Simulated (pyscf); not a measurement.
Single points on ωB97X-D3(BJ)/def2-SVP structures (PySCF, gas phase).

Question: Estimate by transition-state theory (the high-pressure limit) the rate constant of `[SiH4]` + `[SiH2]=[N][SiH3]` → `[SiH3][NH][SiH2][SiH3]` (singlet surface; H–Si broken, Si–Si, H–N formed) at 1200 K, with ωB97M-D3(BJ)/def2-TZVP energies (ideal gas, 1 atm, RRHO with modes under 100 cm⁻¹ raised to 100, one conformer, R ln 2 for chiral ones without a mode under 150 cm⁻¹; no tunnelling).

Answer: The electronic barrier is 30.3 kcal/mol and the thermal terms add +37.3, so ΔG‡ = 67.6 kcal/mol. With k_BT/h = 2.50e+13 s⁻¹ and RT = 2.385 kcal/mol, and a volume of 1.64e-19 cm³ per molecule at 1 atm, k = 2.0e-18 cm³ molecule⁻¹ s⁻¹. The product is born with the 75 kcal/mol of the reverse barrier and needs collisions to keep. Wigner's tunnelling factor for 1589i cm⁻¹ would be 1.15. A shift of 1 kcal/mol in the barrier changes k by a factor 1.5. At the saddle there is also a short H–Si contact that neither side keeps. The same reactants have a lower exit, to H₃Si–N(SiH₃)–SiH₃ (barrier +1.1 kcal/mol at ωB97M-D3(BJ)/def2-TZVP, against +30.3 kcal/mol here). H₂Si=N–SiH₃ lies 10.1 kcal/mol over its isomer :HSi–NH–SiH₃ [singlet] (electronic energy, ωB97M-D3(BJ)/def2-TZVP). H₃Si–NH–SiH₂–SiH₃ lies 15.2 kcal/mol over its isomer H₃Si–N(SiH₃)–SiH₃ (electronic energy, ωB97M-D3(BJ)/def2-TZVP). One saddle was located; it need not be the lowest between these sides.
